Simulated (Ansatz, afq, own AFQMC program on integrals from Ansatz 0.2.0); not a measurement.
**Where AFQMC and coupled cluster stand for AlP, triplet**

```
atom   x (Å)   y (Å)   z (Å)
  Al  0.0000  0.0000  0.0000
   P  0.0000  0.0000  2.2080
```

Basis cc-pVDZ. Noble-gas cores (and the filled d shells of Ga–Kr and In–Xe) are frozen. AFQMC by an in-house program on the Cholesky factors that Ansatz 0.2.0 writes for its CCSD(T) run. The CISD trial takes its coefficients from CCSD amplitudes. Released means that phaseless walkers are propagated on without the constraint, phases kept. Free AFQMC starts from the CCSD state and is never constrained. Its projection time is finite, and what remains of the start isn't in its error. Error bars are statistical, one sigma.

Determinant: UHF, the one that the program's search chose, which needn't be the lowest solution. The geometry is a PBE0/def2-TZVP stationary point of this or a neighbouring charge and spin state.

No full CI on the walks' own integrals is used here; CCSDT(Q) serves as the reference and is uncertain by about the last step of the cluster series.

Cautions: lower spins were not checked; an unrestricted solution with more broken spin lies lower (270 meV, ⟨S²⟩ 2.23); unrestricted determinant slightly spin contaminated (⟨S²⟩ 2.08 against 2.00).

* T1 diagnostic: 0.0364
* weight of the determinant in the CISD state: 0.854
* ⟨S²⟩ of the determinant: 2.076
* size of the correlated space: 8 electrons in 26 orbitals

```tsv
level	correlation energy (eV)
MP2	-3.5200
CCSD	-4.2975
CCSD(T)	-4.5101
```

(1) Estimate where free-projection AFQMC lies against CCSD(T) on the same integrals.

(1) 1.53 ± 0.35 kcal/mol below CCSD(T).

Reference: CCSDT(Q), correlation energy -4.582 eV. The released energy is read at 2.40 1/Eh (meV from the phaseless value at times in 1/Eh: -3 ± 13 at 0.24, -6 ± 13 at 0.51, -18 ± 11 at 0.99, -17 ± 11 at 1.62, -7 ± 11 at 2.40).

```json
{"level": "CCSD(T)", "E − E(reference) (kcal/mol)": "1.66", "share of correlation (%)": "98.43"}
{"level": "CCSDT", "E − E(reference) (kcal/mol)": "0.50", "share of correlation (%)": "99.52"}
{"level": "ph-AFQMC/HF", "E − E(reference) (kcal/mol)": "3.00 ± 0.70", "share of correlation (%)": "97.16"}
{"level": "ph-AFQMC/CISD", "E − E(reference) (kcal/mol)": "0.78 ± 0.29", "share of correlation (%)": "99.26"}
{"level": "released AFQMC", "E − E(reference) (kcal/mol)": "0.61 ± 0.25", "share of correlation (%)": "99.42"}
{"level": "free AFQMC", "E − E(reference) (kcal/mol)": "0.13 ± 0.35", "share of correlation (%)": "99.88"}
```

Free projections are given only where their last times agree within the noise and don't stop above the reference; a slow remainder of the start can still hide under it. A walk keeps the symmetry of its determinant, which the program's search chose and which needn't be the lowest solution, so a lower state of the same spin and another symmetry isn't excluded. Released energies are given only where the last usable release times agree within the noise; a slower fall can still hide under it.
